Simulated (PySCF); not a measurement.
FH₃P (charge +1).
SMILES with atom numbers: `[F:1][PH3+:2]` (hydrogens: H3, H4, H5 on P2)

Structure used (PBE0-D3(BJ)/def2-SVP), in Å, numbered top down from 1:
```xyz
5
FH3P angstrom
F      1.0990   -0.9541    0.4061
P     -0.0248    0.0218   -0.0200
H     -0.8011    0.3243    1.1154
H      0.5748    1.1858   -0.5379
H     -0.8131   -0.6107   -1.0008
```

Method: core-valence-separated Tamm–Dancoff BHandHLYP/aug-pcX-1 (pcseg-1 on H, def2-SVPD on P) in PySCF, non-relativistic, gas phase, PBE0-D3(BJ)/def2-SVP geometry. The energies are unshifted.

(1) What does the F 1s absorption edge look like?

Answers

(1) 
| E (eV) | f | core hole on | main final orbital |
| --- | --- | --- | --- |
| 684.12 | 0.0302 | F1 | LUMO (84 %) |
| 687.88 | 0.0224 | F1 | LUMO+2/LUMO+3 (2 roots, f summed) |
| 688.60 | 0.0028 | F1 | LUMO+1 (86 %) |
| 691.23 | 0.0191 | F1 | LUMO+7/LUMO+8 (2 roots, f summed) |
| 691.28 | 0.0023 | F1 | LUMO+4 (84 %) |

The first line with a tenth or more of the strongest one's intensity is at 684.12 eV (f = 0.030), with the hole on F1 (phosphorus-bound fluorine). It is also the strongest listed.

Roots within 0.03 eV whose holes lie on the same, on equivalent or on shared atoms are summed into one line, and the highest roots are left out, as the search may have cut off their partners. Final orbitals are the ground state's empty Kohn–Sham orbitals.

**Question.** What is the summed oscillator strength of the listed F K lines, and their intensity-weighted mean energy?

**Answer.** Σf = 0.077 over 5 lines from 684.12 to 691.28 eV; the weighted mean is 687.36 eV. The strongest line holds 39 % of the sum.

Only the lowest roots of each edge were sought.

Hardware: Arm Neoverse V1, one thread, no GPU, shared host with 32 logical CPUs at a one-minute load of 23. Cost: 0.96 s, 0.39 GiB resident at most.
